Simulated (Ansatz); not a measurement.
## Basis-set limit of BN$_{2}$H, triplet

```xyz
4

B     0.0000    0.0000   -0.5245
N     0.0000    0.0000   -1.9235
N     0.0000    0.0000    0.7274
H     0.0000    0.0000    1.7207
```

Connectivity, by distances: N–B–NH.

Ansatz 0.2.0, UHF determinant, valence electrons correlated. Energies in eV.

| set | X | functions | Hartree–Fock | MP2 correlation | CCSD(T) correlation | time |
| --- | --- | --- | --- | --- | --- | --- |
| def2-TZVPP | 3 | 107 | -3651.0374 | -11.2051 | -12.4947 | 3 s on 1 × NVIDIA H100 80GB HBM3 with 1 thread of AMD EPYC 7R13 Processor (Zen 3) (shared host) |
| def2-QZVPP | 4 | 201 | -3651.1959 | -12.0510 | -13.2638 | 5.5 s on 1 × NVIDIA H100 80GB HBM3 with 1 thread of AMD EPYC 7R13 Processor (Zen 3), with other jobs on the host |

Hartree–Fock is taken to follow E(X) = E∞ + A·exp(−7.88·√X), correlation E(X) = E∞ + B·X^−2.97.

Cautions: ⟨S²⟩ of the determinant is 2.10 against 2.00, spin contaminated.

Question: Work out the CCSD(T) energy at the limit, and how far the shortcut misses it that extrapolates MP2 and adds CCSD(T) minus MP2 from the smaller set.

Answer: Hartree–Fock: E∞ = E4 + 0.1377·(E4 − E3) = -3651.2178. Correlation: E∞ = E4 + 0.7407·(E4 − E3) = -13.8336 for CCSD(T) and -12.6775 for MP2. The limit is -3665.0513 eV, 0.592 eV below def2-QZVPP. The shortcut gives a correlation energy of -12.6775 + (-1.2896) = -13.9671, 134 meV lower than the direct value.
